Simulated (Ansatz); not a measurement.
## A ladder of methods for AlH2SF (SMILES [F][AlH][SH])

AlH2SF: 5 atoms, total charge 0, spin state singlet. As SMILES, `[F][AlH][SH]`. Geometry: relaxed at PBE0-D4/def2-TZVP. This is one conformer, not always the lowest.

```xyz
5

F    -1.2035   -1.5358    0.8775
Al   -0.5139   -0.3091    0.0248
S     1.5361    0.1826    0.5335
H    -1.3411    0.4304   -1.0852
H     1.5723    1.1582   -0.3921
```

Quantity: the energy change with the S3–H5 bond stretched from 1.345 to 2.691 Å, in eV. The values are calculated.

```
                      level                    kind  program  value (eV)
   BLYP/STO-3G (restricted)                     GGA   Ansatz           ?
    PBE/STO-3G (restricted)                     GGA   Ansatz           ?
 revPBE/STO-3G (restricted)                     GGA   Ansatz        5.10
   PBE0/STO-3G (restricted)           global hybrid   Ansatz        5.97
  HSE06/STO-3G (restricted)  range-separated hybrid   Ansatz        5.94
  wB97X/STO-3G (restricted)  range-separated hybrid   Ansatz        6.51
RPA@PBE/STO-3G (restricted)                     RPA   Ansatz        4.65
CCSD(T)/STO-3G (restricted)   coupled cluster or CI   Ansatz        3.98
                 FCI/STO-3G      exact in the basis   Ansatz        3.99
```

Q: Estimate what the levels marked ? give.

A: As computed at these levels: BLYP/STO-3G (restricted): 4.99 eV; PBE/STO-3G (restricted): 5.20 eV. The first shape isn't each level's own minimum. The values span 3.98 to 6.51 eV. All rows use very small basis sets, so even the best lies far from the true value.
